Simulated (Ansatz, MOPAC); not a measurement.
Species: SiH$_{3}$, charge 0, multiplicity 2. SMILES: [SiH3]

Atoms: Si1, H2, H3, H4. Bonds: Si1-H2, Si1-H3, Si1-H4.

Bond lengths (Å) and angles (degrees) optimised at PM3 with MOPAC; PM7 with MOPAC; HF/3-21G with Ansatz (an electronic-structure program); MP2/6-31G* with Ansatz, each started from the B3LYP-D3(BJ)/def2-TZVP structure (Ansatz) of the last column. A row stands for all coordinates that are equal there. 6-31G* holds six Cartesian d functions. No wavenumbers were computed at MP2/6-31G*, so these may be saddle points.

| coordinate | PM3 | PM7 | HF/3-21G | MP2/6-31G* | B3LYP-D3(BJ)/def2-TZVP |
|---|---|---|---|---|---|
| Si1-H2 | 1.482 | 1.436 | 1.486 | 1.483 | 1.483 |
| H2-Si1-H3 | 112.6 | 120.0 | 111.7 | 111.3 | 111.0 |

Mean signed difference of all 3 bond lengths from B3LYP-D3(BJ)/def2-TZVP: PM3 -0.001 Å, PM7 -0.047 Å, HF/3-21G 0.003 Å, MP2/6-31G* 0.000 Å.
